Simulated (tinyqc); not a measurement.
Stretching all distances: RHF, UHF, MP2, CISD and CCSD against full CI in the sto-6g basis, for BH3, spin multiplicity 1. Computed by the program tinyqc with PySCF. All coordinates are multiplied by the scale. c0^2 is the weight of the RHF determinant in the lowest singlet FCI state (UHF is spin-contaminated and may lie near states of higher spin) and n(LUMO) the first natural occupation beyond the occupied space.

Geometry (angstrom):
```
atom        x        y       z
B      0.0000   0.0000  0.0290
H      1.1140   0.0000  0.0000
H     -0.5570   0.9640  0.0000
H     -0.5570  -0.9640  0.0000
```

Full CI energy (hartree) and errors against it (kcal/mol):
```
scale  distance 1-2 (angstrom)     E(FCI)      RHF     UHF     MP2    CISD   CCSD  <S^2> UHF   c0^2  n(LUMO)
0.870                    0.970  -26.27895   23.766  23.766   6.617   0.383  0.130      0.000  0.982    0.010
1.110                    1.237  -26.37734   36.691  36.691  11.791   1.064  0.277      0.000  0.963    0.025
1.350                    1.504  -26.26890   58.385  58.385  21.001   3.329  0.846      0.000  0.920    0.065
1.590                    1.772  -26.11696   91.542  88.703  36.188   9.763  2.942      0.477  0.832    0.160
1.830                    2.039  -25.98788  138.020  74.834  59.259  24.322  9.403      1.641  0.679    0.364
```

What does the comparison show, and why?

UHF parts from RHF first at scale 1.59 of those listed, where <S^2> leaves zero. The weight c0^2 goes from 0.98 to 0.68 and n(LUMO) from 0.01 to 0.36: static correlation grows as the bonds break into open-shell fragments. The spread of the error along the curve, which distorts its shape, is CCSD 9.3, CISD 23.9, MP2 52.6, UHF 64.9, RHF 114.3 kcal/mol. The table stops here: at scale 2.07 and beyond, the reference weight falls under 0.45 or RHF, UHF or CCSD hop between solutions, so those rows were left out and the spreads given cover only the rows shown. As computed, partly on other solutions, the errors there reach in size RHF 327, UHF 50, MP2 102, CISD 121, CCSD 84 kcal/mol.
